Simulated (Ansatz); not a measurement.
The first iterations of a band of ClH + FH3Si (7 atoms, charge 0, multiplicity 1).

All numbers below come from RKS PBE-D4/def2-SVP (Ansatz 0.2.0).

```json
{
  "movable images": "7",
  "climbing image": "yes",
  "spring": "5.0 eV/Å²",
  "optimiser": "quadratic models (default)",
  "start path": "through a guess of the saddle point",
  "force threshold": "0.05 eV/Å",
  "iteration limit": "60",
  "end points": "relaxed"
}
```

Initial state:

```xyz
7
Properties=species:S:1:pos:R:3
Si 0.254 0.000 -0.121
F 0.106 0.000 1.532
H 1.723 0.000 -0.419
H -0.393 1.241 -0.653
H -0.393 -1.241 -0.653
Cl -3.001 0.000 1.490
H -1.767 0.000 1.920
```

Final state:

```xyz
7
Properties=species:S:1:pos:R:3
Si -0.411 0.000 -0.531
F 0.032 0.001 2.881
H 0.759 0.000 0.397
H -0.448 1.231 -1.384
H -0.448 -1.231 -1.385
Cl -2.149 0.000 0.664
H -0.806 0.000 2.454
```

| iteration | highest image above the first end (eV) | largest band force component (eV/Å) |
| --- | --- | --- |
| 1 | 2.165 | 5.477 |
| 2 | 1.329 | 2.002 |
| 3 | 1.202 | 1.030 |

Task: Does the band converge within its limit, and where does its top end?

Result: It converged. It ended after 9 iterations with the highest image 1.180 eV above the first end. A vibrational analysis at the climbing image gives 2 clearly imaginary modes (297i, 168i cm⁻¹): a point of higher order, so a lower path passes nearby. The orbitals stay closed-shell, which can raise the energy where a bond breaks towards radicals; this wasn't checked here.

Time of the run: 100 s on 1 thread of Arm Neoverse V1, with other jobs on the host, peak memory 0.12 GiB.
